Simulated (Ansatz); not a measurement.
Mulliken charges of CH3ClN2, SMILES `N=C(N)Cl` from PBE/def2-TZVPP in Ansatz (PBE0-D4/def2-TZVP geometry).

```
atom   x (Å)   y (Å)   z (Å)  charge (e)
  N1  -0.598   1.245  -0.156      -0.265
  C2  -0.234   0.046  -0.142       0.111
  N3   0.757  -0.449   0.639      -0.243
 Cl4  -0.984  -1.238  -1.106      -0.135
  H5  -1.392   1.416  -0.759       0.166
  H6   1.339   0.238   1.088       0.192
  H7   1.174  -1.327   0.391       0.174
```

Q: By hand: the dipole of these point charges (1 e Å = 4.8032 D).

A: Σ q r = (0.312, 0.001, 0.171) e Å, of length 0.356 e Å = 1.71 D.

Q: How does the dipole of the full density compare? (Best estimate.)

A: The calculation gave: (0.321, -0.211, 0.057) e Å, 1.87 D; the point charges give 0.91 times that, at 37° from its direction.

Point charges leave out the atoms' own dipoles, such as those of lone pairs, and Mulliken's split depends on the basis, so the two needn't agree.
